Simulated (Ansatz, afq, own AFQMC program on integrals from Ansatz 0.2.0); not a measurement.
**H3S⁺, triplet → H3S⁺, singlet**

```xyz
4

S     0.0000   -0.0391    0.0000
H     0.0000    1.3184    0.0000
H     0.0000   -0.0372    1.5201
H     0.0000   -0.0372   -1.5201
```

E(singlet, charge +1) − E(triplet, charge +1) at this geometry, on UHF and RHF determinants.

Basis 6-31G. Noble-gas cores (and the filled d shells of Ga–Kr and In–Xe) are frozen. Integrals, coupled cluster, full CI and functionals: Ansatz 0.2.0; the random walks run on the same integrals in our own AFQMC program. ph-AFQMC/CISD is guided by a CISD state made of CCSD amplitudes; releasing the constraint for a short imaginary time cuts its bias at the price of noise, slowly where states lie close. Free projection: walkers drawn from exp(T), propagated without any constraint. Its projection time is finite, and what remains of the start isn't in its error. Uncertainties: one standard error, sampling alone. The errors of all members are added in quadrature.

Full CI on the same integrals is exact in this basis and with this determinant's frozen core.

Errors are counted within 6-31G, not against nature.

Cautions: H₃S⁺ (triplet): another spin lies lower; H₃S⁺ (singlet): the released energies rise steadily instead of settling, so no released level is given (meV from the phaseless value at times in 1/Eh: -3 ± 4 at 0.24, -9 ± 4 at 0.51, -5 ± 3 at 0.99, 1 ± 4 at 1.62, 3 ± 3 at 2.40), though the last usable value meets full CI within the noise.

Reference (full CI): -41.3 kcal/mol.

```json
{"level": "HF", "vertical spin gap (kcal/mol)": "-31.0", "error against FCI (kcal/mol)": "10.2"}
{"level": "MP2", "vertical spin gap (kcal/mol)": "-42.1", "error against FCI (kcal/mol)": "-0.9"}
{"level": "CCSD", "vertical spin gap (kcal/mol)": "-41.1", "error against FCI (kcal/mol)": "0.2"}
{"level": "CCSD(T)", "vertical spin gap (kcal/mol)": "-41.2", "error against FCI (kcal/mol)": "0.0"}
{"level": "ph-AFQMC/CISD", "vertical spin gap (kcal/mol)": "-41.3 ± 0.06", "error against FCI (kcal/mol)": "0.0 ± 0.06"}
{"level": "free AFQMC", "vertical spin gap (kcal/mol)": "-41.2 ± 0.07", "error against FCI (kcal/mol)": "0.1 ± 0.07"}
```

Correlation beyond CCSD(T) changes it by less than 2 meV. The perturbative (T) step is worth −0.2 kcal/mol.

Free projections are given only where their last times agree within the noise and don't stop above the reference; a slow remainder of the start can still hide under it. A walk keeps the symmetry of its determinant, which the program's search chose and which needn't be the lowest solution, so a lower state of the same spin and another symmetry isn't excluded.
